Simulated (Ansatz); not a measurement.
System: CH3, charge 1, singlet. CH3+ (parent SMILES [CH3], singlet).
B3LYP-D3(BJ)/def2-TZVP minimum from Ansatz (an electronic-structure program):
```
C
H 1 1.0918
H 1 1.0918 2 120.00
H 1 1.0918 2 120.00 3 -180.00
```
Charge +1, spin multiplicity 1.

Total energies in aug-cc-pVTZ, 6 correlated electrons, 1 frozen orbitals. Open shells are spin-unrestricted; no spin-orbit coupling. Correlated methods leave the cores frozen. No relativity.

```
method    program  energy (Eh)  minus CCSDT(Q) (mEh)
--------  -------  -----------  --------------------
HF         Ansatz    -39.24773                158.43
MP2        Ansatz    -39.38090                 25.26
CCSD       Ansatz    -39.40261                  3.56
CCSD(T)    Ansatz    -39.40571                  0.45
CCSDT(Q)   Ansatz    -39.40616                  0.00
```

Rough core times of Ansatz's runs on a shared machine: CCSD(T) under 20 s, CCSDT(Q) 2 min.
